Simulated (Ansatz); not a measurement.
## Ansatz (development build ahead of 0.2.0) run

```yaml
crystal:
  periodic: [false, false, false]
  atoms:
    - { symbol: H, position_ang: [0.0, 0.0, 0.0] }
    - { symbol: F, position_ang: [0.0, 0.0, 0.96] }
    - { symbol: H, position_ang: [0.0, 0.6182, -0.1656] }
basis:
  gaussian: { orbitals: pcseg-2 }
total_charge: -1
magnetization:
  initial_magnetization: 2
hamiltonian:
  xc: pbe
```

The input is written out in the form of the current development build from the run's settings.

Output:

```
Converged                       : yes
Total energy                    : -100.65769 hartree
Spin squared of the determinant : 2.000
Stability test                  : minimum among restricted orbitals
```

Caution: no diffuse functions for an anion; other spin multiplicities may lie lower.
